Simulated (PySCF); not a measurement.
Compound: NH4 (charge +1).
SMILES with atom numbers: `[NH4+:1]` (hydrogens: H2, H3, H4, H5 on N1)

Structure used (PBE0-D3(BJ)/def2-SVP), in Å, numbered top down from 1:
```
atom  x, y, z in Å
N1    -0.0065    0.0013   -0.0011
H2     0.8987   -0.4892    0.0139
H3     0.1088    0.9208   -0.4501
H4    -0.3432    0.1302    0.9634
H5    -0.6904   -0.5563   -0.5317
```

Method: PBE0-D3(BJ)/def2-SVP geometry optimisation, gas phase (PySCF).

Take the most abundant isotopes and a rigid rotor. 

(1) Give the principal moments of inertia and the rotational constants in MHz.

(2) What kind of rotor is it?

Answers

(1) Ia = 2.85, Ib = 2.85, Ic = 2.85 u·Å²; 505379 MHz·u·Å²/I gives A = 177377, B = 177366, C = 177362 MHz.

(2) A spherical top, as the point group Td requires three equal moments; the computed ones differ by 0.01 % because the geometry is symmetric only within the optimiser's tolerance.

The point group Td allows no dipole (computed: 0.00 D (about the centre of mass, as the species is charged)), so a rigid rotor has no electric-dipole lines.

Whether it is a minimum is left open (no frequencies). No vibrational averaging or centrifugal distortion is included, and the geometry carries the error of its method.
